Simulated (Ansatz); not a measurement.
# C4H9O radical: up Jacob's ladder to CCSD(T)

One table from this session's results is given with a row withheld; the runs are named, their logs left out.

Method: functionals in def2-TZVPP, the program's frozen cores in correlated methods; program: Ansatz 0.2.0, Gaussian basis.

Plan: PBE-D4, r2SCAN-D4, PBE0-D4, B3LYP-D4, ωB97X-V, ωB97M-V, B2PLYP; CCSD(T)/def2-TZVPP; MP2/def2-QZVPP; extrapolation to the limit.

### The relaxed structure

All runs share one geometry, relaxed beforehand with PBE0-D4 in a triple-zeta def2 set.

SMILES `[CH2]COCC`, 14 atoms, charge 0, spin multiplicity 2.

Atoms are counted from 1 here; the program's logs count them from 0.

Bond lengths: C1–C2 1.480 Å, C1–H6 1.083 Å, C1–H7 1.082 Å, C2–O3 1.407 Å, C2–H8 1.102 Å, C2–H9 1.102 Å, O3–C4 1.410 Å, C4–C5 1.515 Å, C4–H10 1.101 Å, C4–H11 1.093 Å, C5–H12 1.092 Å, C5–H13 1.092 Å, C5–H14 1.094 Å. Angles: C2–C1–H6 120.3°, C2–C1–H7 119.7°, H6–C1–H7 118.9°, C1–C2–O3 114.6°, C1–C2–H8 110.4°, C1–C2–H9 109.8°, O3–C2–H8 110.3°, O3–C2–H9 105.3°, H8–C2–H9 105.8°, C2–O3–C4 115.1°, O3–C4–C5 114.6°, O3–C4–H10 109.5°, O3–C4–H11 105.2°, C5–C4–H10 110.1°, C5–C4–H11 109.8°, H10–C4–H11 107.3°, C4–C5–H12 111.8°, C4–C5–H13 110.5° and more.

Geometry (Å):

```xyz
14
charge 0, multiplicity 2
C    -1.41239   -1.19213    0.27473
C    -0.33620   -1.20820   -0.74178
O     0.03500    0.06086   -1.22254
C     0.99177    0.74030   -0.44097
C     0.44147    1.37496    0.82039
H    -1.58200   -2.05660    0.90465
H    -2.15181   -0.40192    0.26023
H     0.54658   -1.74640   -0.35912
H    -0.66894   -1.76913   -1.62999
H     1.81626    0.05533   -0.19111
H     1.40017    1.51416   -1.09641
H     0.07857    0.62516    1.52619
H    -0.38428    2.04848    0.58123
H     1.22582    1.95515    1.31448
```

Set-up of the first run:

in.yaml

```yaml
crystal:
  periodic: [false, false, false]
  atoms:
    - {symbol: C, position_ang: [-1.412385, -1.192131, 0.274726]}
    - {symbol: C, position_ang: [-0.336200, -1.208205, -0.741776]}
    - {symbol: O, position_ang: [0.034999, 0.060859, -1.222538]}
    - {symbol: C, position_ang: [0.991767, 0.740295, -0.440974]}
    - {symbol: C, position_ang: [0.441474, 1.374960, 0.820394]}
    - {symbol: H, position_ang: [-1.582003, -2.056605, 0.904651]}
    - {symbol: H, position_ang: [-2.151810, -0.401922, 0.260230]}
    - {symbol: H, position_ang: [0.546582, -1.746404, -0.359118]}
    - {symbol: H, position_ang: [-0.668939, -1.769133, -1.629990]}
    - {symbol: H, position_ang: [1.816262, 0.055333, -0.191112]}
    - {symbol: H, position_ang: [1.400166, 1.514160, -1.096405]}
    - {symbol: H, position_ang: [0.078570, 0.625161, 1.526190]}
    - {symbol: H, position_ang: [-0.384283, 2.048478, 0.581229]}
    - {symbol: H, position_ang: [1.225820, 1.955154, 1.314482]}
basis:
  gaussian: {orbitals: def2-TZVPP}
magnetization: {spin_polarized: true, initial_magnetization: 1}
hamiltonian: {xc: pbe, dispersion: d4}
output: {forces: true, orbitals: {seedname: orbitals}}
```

Run with:

```bash
ansatz run in.yaml --threads 2 --pin off --events-out ev --progress --plain --max-ram 32768MiB --backend cuda --devices 0, --max-vram 18GiB
```

Steps of the session up to this table: PBE-D4 (GGA); r2SCAN-D4 (meta-GGA); PBE0-D4 (hybrid); B3LYP-D4 (hybrid); ωB97X-V (range-separated); ωB97M-V (range-separated); B2PLYP (double hybrid); CCSD(T) in def2-TZVPP; MP2 in def2-QZVPP.

One table of the session follows, with a row left open; its other results are not shown here.

It belongs to the step «Atomisation energies». 

```
            method  atoms, summed (eV)  atomisation energy (kJ/mol)
            PBE-D4           -6277.397                       5481.6
         r2SCAN-D4           -6282.827                       5391.2
           PBE0-D4           -6279.012                       5400.0
          B3LYP-D4           -6287.288                       5373.3
           ωB97X-V           -6284.721                       5368.5
           ωB97M-V           -6283.374                       5373.8
            B2PLYP           -6281.682                       5313.2
     HF/def2-TZVPP           -6260.900                       3983.1
    MP2/def2-TZVPP                   ?                            ?
   CCSD/def2-TZVPP           -6274.624                       5171.6
CCSD(T)/def2-TZVPP           -6274.923                       5237.4
           MP2/CBS           -6273.989                       5411.7
       CCSD(T)/CBS           -6276.961                       5356.0
```

Estimate the missing values for MP2/def2-TZVPP.

As computed: atoms, summed (eV): -6271.951; atomisation energy (kJ/mol): 5293.1. In the column «atoms, summed (eV)» it lies between MP2/CBS (-6273.989) and HF/def2-TZVPP (-6260.900).
